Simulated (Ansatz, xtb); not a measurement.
## Relaxing a trial structure of COP

The starting geometry of this gas-phase doublet has its atoms placed at random.

```
atom    x (Å)    y (Å)    z (Å)
   C   0.6597   1.2036   0.5524
   O   1.0864  -0.7815   0.2322
   P  -0.4101   0.9808  -0.6929
```

**Question.** One run relaxed it with r2SCAN-D4/def2-SVP. What is a likely outcome?

**Answer.** It ends as a structure given below by its coordinates. Distances that change by over a tenth: C1–P3 (1.66 → 1.90 Å). Contacts that close: C1–O2 (2.06 → 1.26 Å), O2–P3 (2.49 → 1.85 Å).

The energy falls by 4.35 eV over 9 steps:

```csv
step,E − E(last) (eV)
1,4.352
2,3.138
3,2.245
4,0.925
5,0.317
6,0.068
7,0.005
8,0.000
9,0.000
```

Final geometry (Å):

```xyz
3

C     0.8600    0.9213    0.6578
O     0.8582   -0.2459    0.1962
P    -0.3822    0.7276   -0.7624
```

From the same start GFN2-xTB reaches the same bonding as this run.

From so rough a start the end depends on the optimiser's path, so another program may land elsewhere. No frequencies were run, so the end isn't proven a minimum. Open shells are spin-unrestricted. Run with Ansatz 0.2.0, 32 s on 2 threads of Arm Neoverse V1, with other jobs on the host.
